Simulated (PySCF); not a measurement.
# O₂ (triplet): fields and orbitals

For O₂ (triplet), the scripts below measure its response to a uniform field, analyse its density (charges, bond critical points, surface potential) and see where an electron leaves and enters.

Program: PySCF 2.14.0. Level of theory: levels as typed in each script, gas phase, geometry from GFN2-xTB. These are calculated values, not measurements.

## Step 1: The starting structure

SMILES `O=O`, 2 atoms, charge 0, spin multiplicity 3.

Bond lengths: O1–O2 1.210 Å.

Coordinates:

```xyz
2
O2
O     0.6049    0.0000    0.0000
O    -0.6049    0.0000    0.0000
```

## Step 2: Response to an electric field (r2SCAN/6-31g*)

input.py

```python
import numpy as np
from pyscf import gto, scf, dft
from pyscf.scf import atom_ks, atom_hf
from scipy.linalg import block_diag

def solve(mol, dm0=None, hcore=None):
    mf = (dft.UKS if mol.spin else dft.RKS)(mol, xc='r2scan')
    mf.grids.level = 3
    mf = mf.density_fit(auxbasis='def2-universal-jkfit')
    mf.conv_tol, mf.max_cycle = 1e-8, 80
    if hcore is not None:
        mf.get_hcore = lambda *args: hcore
    mf.kernel(dm0)
    if not mf.converged:
        mf = mf.newton().run(mf.mo_coeff, mf.mo_occ, max_cycle=30)
    assert mf.converged, 'SCF not converged'
    return mf

mol = gto.M(atom='''
O      0.60491     0.00000     0.00000
O     -0.60491     0.00000     0.00000
''', basis='6-31g*', charge=0, spin=2, verbose=4)
field = np.array([-0.01, -0.0, -0.0])  # atomic units
mol.set_common_orig(mol.atom_charges() @ mol.atom_coords() / mol.atom_charges().sum())
mf = solve(mol)
out = dict(dm0=mf.make_rdm1(), d0=mf.dip_moment(unit='AU'), e0=mf.e_tot)
for name, sign in (('p', 1), ('m', -1)):
    h = mf.get_hcore() + sign * np.einsum('x,xij->ij', field, mol.intor('int1e_r'))
    mi = solve(mol, mf.make_rdm1(), h)
    out.update({'dm' + name: mi.make_rdm1(), 'd' + name: mi.dip_moment(unit='AU'), 'e' + name: mi.e_tot})
# spherically averaged free atoms, for the promolecule
atm = atom_ks.get_atm_nrks(mol, xc='r2scan')
pro = block_diag(*[(atm[a[0]][2] * atm[a[0]][3]) @ atm[a[0]][2].T for a in mol._atom])
np.savez('result.npz', pro=pro, **out)
```

Started as:

```console
$ OMP_NUM_THREADS=1 python input.py
```

## Step 4: Density, bond paths and surface potential (PBE0/6-31g*)

input.py

```python
import numpy as np
from pyscf import gto, scf, dft
from pyscf.scf import atom_ks, atom_hf
from scipy.linalg import block_diag

def solve(mol, dm0=None, hcore=None):
    mf = (dft.UKS if mol.spin else dft.RKS)(mol, xc='pbe0')
    mf.grids.level = 3
    mf = mf.density_fit(auxbasis='def2-universal-jkfit')
    mf.conv_tol, mf.max_cycle = 1e-8, 80
    if hcore is not None:
        mf.get_hcore = lambda *args: hcore
    mf.kernel(dm0)
    if not mf.converged:
        mf = mf.newton().run(mf.mo_coeff, mf.mo_occ, max_cycle=30)
    assert mf.converged, 'SCF not converged'
    return mf

mol = gto.M(atom='''
O      0.60491     0.00000     0.00000
O     -0.60491     0.00000     0.00000
''', basis='6-31g*', charge=0, spin=2, verbose=4)
mf = solve(mol)
mf.analyze()
# spherically averaged free atoms, for the promolecule
atm = atom_ks.get_atm_nrks(mol, xc='pbe0')
pro = block_diag(*[(atm[a[0]][2] * atm[a[0]][3]) @ atm[a[0]][2].T for a in mol._atom])
np.savez('result.npz', e=mf.e_tot, c=mf.mo_coeff, occ=mf.mo_occ, eps=mf.mo_energy, pro=pro, dip=mf.dip_moment(verbose=0), s2=mf.spin_square()[0])
```

## Step 6: Removing and adding an electron (PBE0/def2-svpd)

input.py

```python
import numpy as np
from pyscf import gto, scf, dft
from pyscf.scf import atom_ks, atom_hf
from scipy.linalg import block_diag

def solve(mol, dm0=None, hcore=None):
    mf = (dft.UKS if mol.spin else dft.RKS)(mol, xc='pbe0')
    mf.grids.level = 3
    mf = mf.density_fit(auxbasis='def2-universal-jkfit')
    mf.conv_tol, mf.max_cycle = 1e-8, 80
    if hcore is not None:
        mf.get_hcore = lambda *args: hcore
    mf.kernel(dm0)
    if not mf.converged:
        mf = mf.newton().run(mf.mo_coeff, mf.mo_occ, max_cycle=30)
    assert mf.converged, 'SCF not converged'
    return mf

mol = gto.M(atom='''
O      0.60491     0.00000     0.00000
O     -0.60491     0.00000     0.00000
''', basis='def2-svpd', charge=0, spin=2, verbose=4)
mf = solve(mol)
out = dict(e0=mf.e_tot, dm0=mf.make_rdm1(), c=mf.mo_coeff, occ=mf.mo_occ, eps=mf.mo_energy)
for name, dq, spin in [('cation', 1, 1), ('anion', -1, 1)]:
    ion = mol.copy().set(charge=mol.charge + dq, spin=spin).build()
    mi = solve(ion)
    if spin and dq > 0 and mol.nao < 130:
        c, _, stable, _ = mi.stability(return_status=True)
        if not stable:
            mi = solve(ion, mi.make_rdm1(c, mi.mo_occ))
    print(name, 'vertical energy change / eV', (mi.e_tot - mf.e_tot) * 27.211386)
    out.update({'e_' + name: mi.e_tot, 'dm_' + name: mi.make_rdm1(), 's2_' + name: mi.spin_square()[0], 'eps_' + name: mi.mo_energy, 'occ_' + name: mi.mo_occ})
# spherically averaged free atoms, for the promolecule
atm = atom_ks.get_atm_nrks(mol, xc='pbe0')
pro = block_diag(*[(atm[a[0]][2] * atm[a[0]][3]) @ atm[a[0]][2].T for a in mol._atom])
np.savez('result.npz', pro=pro, **out)
```

(Steps that only read results are left out.)

What does the calculation give? Wanted: polarisability along the field; dipole moment; HOMO, LUMO.

**Answer**, as computed:

| quantity | value |
| --- | --- |
| polarisability along the field (r2SCAN/6-31g*) | 12.3 bohr³ |
| dipole moment (PBE0/6-31g*) | 0.00 D |
| HOMO, LUMO (PBE0/6-31g*) | -8.73, -2.59 eV |

In words: At PBE0/6-31g*: The highest Hirshfeld charge is on O1 and O2 (0.00 e), the lowest on O1 and O2 (0.00 e). The geometry was not optimised at these levels.
